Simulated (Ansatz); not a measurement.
dimethylamine (C₂H₇N), SMILES CNC.

Geometry optimised at B3LYP-D3(BJ)/def2-TZVP.

Two levels are set side by side: PBE/def2-SVPD (Ansatz, a first-principles code) and PBE0/def2-SVPD (Ansatz). Energy differences of separate SCF runs at the same geometry; the states with an electron removed or added have multiplicity 2 and 2. Differences are taken from unrounded values.

```csv
quantity,PBE0
vertical ionisation energy (eV),8.77
vertical singlet–triplet gap (eV),5.69
```

Problem. What does PBE give, and how far is it from PBE0? (Estimate from the structure and the level; the computed values follow.)

Solution. 
```json
[
 {"quantity": "vertical ionisation energy (eV)", "PBE": "8.71", "PBE minus PBE0": "-0.07"},
 {"quantity": "vertical singlet–triplet gap (eV)", "PBE": "5.46", "PBE minus PBE0": "-0.22"}
]
```
